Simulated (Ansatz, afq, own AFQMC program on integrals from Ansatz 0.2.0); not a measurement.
CHSi, quartet: a scan with AFQMC

```yaml
atoms:
  - { symbol: Si, position_ang: [0.0000, -0.0832, 0.5272] }
  - { symbol: C, position_ang: [0.0000, 0.0762, -1.3058] }
  - { symbol: H, position_ang: [0.0000, 1.4109, 0.8685] }
```

The Si1–C2 distance is changed with both sides rigid. Energies in kcal/mol count from this geometry (1.840 Å) at the same level; the start stands on UHF, each point on the determinant named.

Basis cc-pVDZ. Noble-gas cores (and the filled d shells of Ga–Kr and In–Xe) are frozen. Ansatz 0.2.0 and our own AFQMC program on the same integrals; the CISD trial comes from CCSD amplitudes, and released means the phaseless constraint is let go. Uncertainties: one standard error, sampling alone.

Cautions, each for one point or more: an unrestricted solution with more broken spin lies lower; higher spins were not checked; lower spins were not checked; raised T1 diagnostic; released walk and highest rung disagree; strong correlation; the determinant is a saddle point among determinants of its kind; the ph-AFQMC/CISD walk drifts between its halves.

```json
{"r(Si1–C2) / Å": "1.669", "det.": "UHF", "T1": "0.048", "weight": "0.85", "⟨S²⟩": "3.77", "B2PLYP": "10.4", "B3LYP": "10.3", "CCSD(T)": "12.0"}
{"r(Si1–C2) / Å": "2.011", "det.": "UHF", "T1": "0.047", "weight": "0.84", "⟨S²⟩": "3.77", "B2PLYP": "2.5", "B3LYP": "2.3", "CCSD(T)": "1.7"}
{"r(Si1–C2) / Å": "2.550", "det.": "UHF", "T1": "0.055", "weight": "0.82", "⟨S²⟩": "3.80", "B2PLYP": "31.9", "B3LYP": "29.1", "CCSD(T)": "30.5"}
{"r(Si1–C2) / Å": "3.455", "det.": "UHF", "T1": "0.020", "weight": "0.88", "⟨S²⟩": "3.77", "B2PLYP": "58.7", "B3LYP": "58.5", "CCSD(T)": "56.4"}
{"r(Si1–C2) / Å": "4.973", "det.": "UHF", "T1": "0.013", "weight": "0.88", "⟨S²⟩": "3.77", "B2PLYP": "63.9", "B3LYP": "66.4", "CCSD(T)": "60.0"}
```

Problem. Estimate the curve of CCSDT(Q), counted from the same start.

Solution. 
```
r(Si1–C2) / Å  det.     T1  weight  ⟨S²⟩  CCSDT(Q)  ph-AFQMC/CISD  released AFQMC
        1.669   UHF  0.048    0.85  3.77      12.2     12.0 ± 0.4     11.7 ± 0.6*
        2.011   UHF  0.047    0.84  3.77       1.6      1.5 ± 0.4               –
        2.550   UHF  0.055    0.82  3.80      29.4     30.3 ± 0.5     29.3 ± 0.7*
        3.455   UHF  0.020    0.88  3.77      56.3     57.3 ± 0.4     56.5 ± 0.5*
        4.973   UHF  0.013    0.88  3.77      60.9     61.0 ± 0.4     60.7 ± 0.5*
```

Weight is that of the determinant in the CISD state; at the start T1 is 0.048 and the weight 0.84, and ⟨S²⟩ is 3.77. An asterisk marks released energies that aren't shown to be converged. A dash marks a missing value, a released energy that hasn't settled or a functional that sits on another state. Largest departures from CCSDT(Q), at the points where its series has closed: CCSD(T) -1.0 kcal/mol at 4.973 (on UHF), ph-AFQMC/CISD -0.2 kcal/mol at 1.669 (on UHF) (within the noise), B2PLYP 2.9 kcal/mol at 4.973, B3LYP 5.5 kcal/mol at 4.973. Functionals count only at points shown to share the start's state and spin. In this small basis the wave-function levels are far from their limit, so their gap to the functionals isn't the functionals' error.

A walk keeps the symmetry of its determinant, which the program's search chose and which needn't be the lowest solution, so a lower state of the same spin and another symmetry isn't excluded.
